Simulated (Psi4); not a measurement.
# doublet Si2H4O+: levels of theory compared

Wanted: a comparison of 3 runs (U-r2SCAN/6-311+G**, U-revPBE/6-311+G**, UTPSS/6-311+G**) of doublet Si2H4O+. 

The calculation is run with Psi4 1.11.

1 further run of the same task is left out (set aside as unsound or not needed).

### 1 Starting point

Si2H4O+ has 7 atoms, charge +1, and is taken as a doublet. SMILES of the parent species: `[SiH]O[SiH3]`. The shape is that of a PBE0-D4/def2-TZVP optimisation. This is one conformer, not always the lowest. That shape belongs to the parent species and isn't relaxed for this state.

Bond lengths: Si1–O2 1.645 Å, O2–Si3 1.652 Å, Si1–H4 1.549 Å, Si3–H5 1.486 Å, Si3–H6 1.483 Å, Si3–H7 1.483 Å. Angles: Si1–O2–Si3 142.3°, O2–Si1–H4 97.6°, O2–Si3–H5 109.8°, O2–Si3–H6 108.5°, O2–Si3–H7 108.5°, H5–Si3–H6 110.1°, H5–Si3–H7 110.1°, H6–Si3–H7 109.7°.

### 2 A single-point energy at U-r2SCAN/6-311+G(d,p) (run 1)

The input, h4osi2.xyz:

```xyz
7
H4OSi2
Si    -1.691900    -1.472900    -0.230200
O     -0.369000    -0.805400     0.485100
Si     0.731600     0.414800     0.316400
H     -1.779300    -0.509900    -1.440500
H      0.446600     1.182300    -0.923400
H      0.635100     1.303800     1.499700
H      2.088200    -0.180800     0.247100
```

The input, calc.py:

```python
import psi4

psi4.set_memory(1600000000)
psi4.set_num_threads(1)
psi4.set_output_file('run.log', False)

with open('h4osi2.xyz') as f:
    atoms = ''.join(f.readlines()[2:])
molecule = psi4.geometry('1 2\n' + atoms + 'symmetry c1')

psi4.set_options({
    'reference': 'uks',
    'puream': True,
    'e_convergence': 1e-09,
    'd_convergence': 1e-08,
    'scf_type': 'pk',
    'dft_radial_points': 99,
    'dft_spherical_points': 590,
    'maxiter': 200,
})

e, wfn = psi4.energy("r2scan/6-311+G**", molecule=molecule, return_wfn=True)
print(f'total energy {e:.8f} hartree = {e * 27.211386:.5f} eV')
```

Run with:

```
$ python calc.py
```

run.log:

```text
[...]
  Running in c1 symmetry.
[...]
  Nuclear repulsion =  140.853091692356998
[...]
  Multiplicity = 2
[...]
  Nalpha       = 20
  Nbeta        = 19
[...]
    Number of basis functions: 106
[...]
   @UKS iter   1:  -655.98573113408418    3.24400e-02   7.93586e-03 DIIS/ADIIS
[...]
   @UKS iter  14:  -656.24219941257763   -8.18545e-12   8.36597e-09 DIIS
[...]
   @S^2 Observed:                7.622118066E-01
[...]
  @UKS Final Energy:  -656.24219941257763
   => Energetics <=
    Nuclear Repulsion Energy =            140.8530916923569976
    One-Electron Energy =               -1179.5033088630693783
    Two-Electron Energy =                 433.9851094526575821
    DFT Exchange-Correlation Energy =     -51.5770916945226219
    Empirical Dispersion Energy =           0.0000000000000000
    VV10 Nonlocal Energy =                  0.0000000000000000
    Total Energy =                       -656.2421994125776337
[...]
 Multipole Moments:
 ------------------------------------------------------------------------------------
     Multipole            Electronic (a.u.)      Nuclear  (a.u.)        Total (a.u.)
 ------------------------------------------------------------------------------------
 L = 1.  Multiply by 2.5417464519 to convert [e a0] to [Debye]
 Dipole X            :         -4.4644617            2.8489841           -1.6154776
 Dipole Y            :         -4.5946831            3.6895726           -0.9051105
 Dipole Z            :          0.2824498           -1.0516528           -0.7692030
 Magnitude           :                                                    2.0051599
[...]
```

On the terminal:

```text
total energy -656.24219941 hartree = -17857.25980 eV
```

Run time: 45 s. Hardware: 1 thread of Intel Xeon 6975P-C (Granite Rapids), shared host; peak memory 0.66 GiB.

### 3 Energy and forces at U-revPBE/6-311+G(d,p) (run 2)

The input, calc.inp:

```
memory 1600 MB

molecule {
  1 2
  Si    -1.691900    -1.472900    -0.230200
  O     -0.369000    -0.805400     0.485100
  Si     0.731600     0.414800     0.316400
  H     -1.779300    -0.509900    -1.440500
  H      0.446600     1.182300    -0.923400
  H      0.635100     1.303800     1.499700
  H      2.088200    -0.180800     0.247100
  symmetry c1
  no_reorient
  no_com
}

set globals {
  reference            uks
  puream               true
  e_convergence        1e-09
  d_convergence        1e-08
  scf_type             pk
  dft_radial_points    99
  dft_spherical_points 590
  maxiter              200
}

e, wfn = gradient("revpbe/6-311+G**", return_wfn=True)
print_variables()
```

Run with:

```
$ psi4 -n 1 calc.inp calc.out
```

calc.out:

```text
[...]
  Running in c1 symmetry.
[...]
  Nuclear repulsion =  140.853091692356969
[...]
  Multiplicity = 2
[...]
  Nalpha       = 20
  Nbeta        = 19
[...]
    Number of basis functions: 106
[...]
   @UKS iter   1:  -655.89648647877323    1.07279e-01   8.44692e-03 DIIS/ADIIS
[...]
   @UKS iter  14:  -656.19046751120618   -2.72848e-12   4.62340e-09 DIIS
[...]
   @S^2 Observed:                7.571661109E-01
[...]
  @UKS Final Energy:  -656.19046751120618
   => Energetics <=
    Nuclear Repulsion Energy =            140.8530916923569691
    One-Electron Energy =               -1179.4969790438317432
    Two-Electron Energy =                 433.9584166632691904
    DFT Exchange-Correlation Energy =     -51.5049968230004751
    Empirical Dispersion Energy =           0.0000000000000000
    VV10 Nonlocal Energy =                  0.0000000000000000
    Total Energy =                       -656.1904675112061796
[...]
  -Total Gradient:
     Atom            X                  Y                   Z
    ------   -----------------  -----------------  -----------------
       1       -0.030883847836    -0.020576759791    -0.010865837469
       2        0.061169675644     0.052015585123     0.008594945649
       3       -0.050253531221    -0.046616977672    -0.002573478401
       4        0.010418242390     0.006887858720     0.003759091726
       5        0.005311774734     0.001991690715     0.003758236180
       6        0.004276148603     0.000955928986    -0.003231467687
       7       -0.000057480025     0.005343695782     0.000536286853
[...]
```

Wall time 26 s (1 thread of Intel Xeon 6975P-C (Granite Rapids), shared host); peak memory 0.63 GiB.

### 4 The energy at UTPSS/6-311+G(d,p) (run 3)

The input, job.inp:

```
memory 1600 MB

molecule system {
  1 2
  Si
  O 1 r2
  Si 2 r3 1 a3
  H 1 r4 2 a4 3 d4
  H 3 r5 2 a5 1 d5
  H 3 r6 5 a6 2 d6
  H 3 r7 6 a7 5 d7

  r2 = 1.64538
  r3 = 1.651868
  a3 = 142.27553
  r4 = 1.54914
  a4 = 97.63255
  d4 = 0.12005
  r5 = 1.485727
  a5 = 109.81607
  d5 = -0.841
  r6 = 1.483183
  a6 = 110.09875
  d6 = -119.45291
  r7 = 1.483208
  a7 = 109.72317
  d7 = 121.34645
  symmetry c1
}

set {
  reference uks
  puream true
  e_convergence 1e-09
  d_convergence 1e-08
  scf_type pk
  dft_radial_points 99
  dft_spherical_points 590
  maxiter 200
}

result, w = energy('tpss/6-311+G**', return_wfn=True)
oeprop(w, 'LOWDIN_CHARGES', 'WIBERG_LOWDIN_INDICES', 'DIPOLE', title='TPSS')
print_variables()
```

Run with:

```
$ psi4 job.inp job.out -n 1
```

job.out:

```text
[...]
  Running in c1 symmetry.
[...]
  Nuclear repulsion =  140.853086255579939
[...]
  Multiplicity = 2
[...]
  Nalpha       = 20
  Nbeta        = 19
[...]
    Number of basis functions: 106
[...]
   @UKS iter   1:  -656.11615524378976    6.12431e-02   8.38146e-03 DIIS/ADIIS
[...]
   @UKS iter  14:  -656.39895363702249   -1.47793e-12   2.70844e-09 DIIS
[...]
   @S^2 Observed:                7.600228748E-01
[...]
  @UKS Final Energy:  -656.39895363702249
   => Energetics <=
    Nuclear Repulsion Energy =            140.8530862555799388
    One-Electron Energy =               -1179.5037338951667607
    Two-Electron Energy =                 433.9847622772373370
    DFT Exchange-Correlation Energy =     -51.7330682746730233
    Empirical Dispersion Energy =           0.0000000000000000
    VV10 Nonlocal Energy =                  0.0000000000000000
    Total Energy =                       -656.3989536370224869
[...]
 Multipole Moments:
 ------------------------------------------------------------------------------------
     Multipole            Electronic (a.u.)      Nuclear  (a.u.)        Total (a.u.)
 ------------------------------------------------------------------------------------
 L = 1.  Multiply by 2.5417464519 to convert [e a0] to [Debye]
 Dipole X            :          0.0031133           -0.0026190            0.0004943
 Dipole Y            :          3.5439787           -3.4271431            0.1168356
 Dipole Z            :         -5.2744619            3.3302122           -1.9442497
 Magnitude           :                                                    1.9477571
[...]
```

It took 51 s on 1 thread of Intel Xeon 6975P-C (Granite Rapids), shared host; peak memory 0.65 GiB.

### 5 All runs side by side

| run | level | task | properties | energy (Eh) | HOMO energy (eV) | LUMO energy (eV) | ⟨S²⟩ | wall time |
| --- | --- | --- | --- | --- | --- | --- | --- | --- |
| 1 | U-r2SCAN/6-311+G** | energy | – | -656.242199 | -12.93 | -11.52 | 0.762 | 45 s |
| 2 | U-revPBE/6-311+G** | gradient | – | -656.190468 | -12.65 | -11.82 | 0.757 | 26 s |
| 3 | UTPSS/6-311+G** | energy | (lowdin, wiberg, dipole) | -656.398954 | -12.89 | -11.77 | 0.760 | 51 s |

### 6 What came out

| quantity | value |
| --- | --- |
| run 3: total energy | -656.39895 Eh |
| run 3: HOMO energy (highest over α and β) | -12.89 eV |
| run 3: LUMO energy (lowest over α and β) | -11.77 eV |
| run 3: ⟨S²⟩ | 0.760 |

What this shows: Totals of different functionals can't be ranked against each other. All runs together took 2 min, the longest 51 s.
